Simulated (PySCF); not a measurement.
Gas-phase reaction: 3 CO2 → C3O2 + 4 O

Energies from PySCF, thermal terms from the rigid-rotor harmonic-oscillator model, ideal gas at 1 bar. The comparison is the NASA 1993 polynomial table, which mixes measured and estimated data. † marks an energy on the PBE0/def2-TZVP geometry and frequencies. CCSD(T) freezes the core. Open shells (unrestricted): O (multiplicity 3); the rest are closed-shell singlets. Spin-orbit splitting is ignored; it lowers the true energy and changes the entropy of O. CCSD(T) isn't extrapolated to the basis-set limit. The table's entry may be an old estimate for C3O2 (not checked at source). Warning, large T1 diagnostic: C3O2 (CCSD(T)/def2-SVP†).

```json
[
 {"level": "table", "ΔH°(298 K), kJ": "2083.6"},
 {"level": "CCSD(T)/def2-SVP†", "ΔH°(298 K), kJ": "(withheld)"},
 {"level": "HF/def2-TZVP†", "ΔH°(298 K), kJ": "1293.3"},
 {"level": "PBE/def2-TZVP†", "ΔH°(298 K), kJ": "2183.7"},
 {"level": "PBE0/def2-SVP†", "ΔH°(298 K), kJ": "(withheld)"},
 {"level": "r2SCAN/def2-TZVP†", "ΔH°(298 K), kJ": "2076.2"},
 {"level": "LDA/def2-TZVP†", "ΔH°(298 K), kJ": "(withheld)"}
]
```

Q: Fill in the missing entries.

A: 
- CCSD(T)/def2-SVP†, ΔH°(298 K), kJ: 1978.4
- PBE0/def2-SVP†, ΔH°(298 K), kJ: 2067.3
- LDA/def2-TZVP†, ΔH°(298 K), kJ: 2495.5
